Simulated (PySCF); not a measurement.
Zinc-blende AlN (metastable phase), treated with MP2 (GTH pseudopotentials, Gaussian basis; PySCF).

The cell has the measured lattice parameters. Conventional cell: a = 4.3800 Å, b = 4.3800 Å, c = 4.3800 Å, α = 90.00°, β = 90.00°, γ = 90.00°.

The correlation energy at a fixed DZ basis:

```csv
k mesh,value (eV/atom)
2×2×2,-2.8133
3×3×3,-2.9926
4×4×4,-3.0475
```

Q: Taking the value to converge with the number of k points N as 1/N, extrapolate from the last two rows.

A: With y = y∞ + c/w and weights w = 27 and 64 for the last two rows, y∞ = (w2 y2 − w1 y1)/(w2 − w1) = (64 × -3.0475 − 27 × -2.9926)/37 = -3.0876 eV/atom, which lies 0.0401 beyond the last row. Successive pairs of rows give -3.0681, -3.0876. The limit also hangs on the law assumed, so its last digits aren't firm.

The other settings are not extrapolated, so this is the limit in one setting alone.
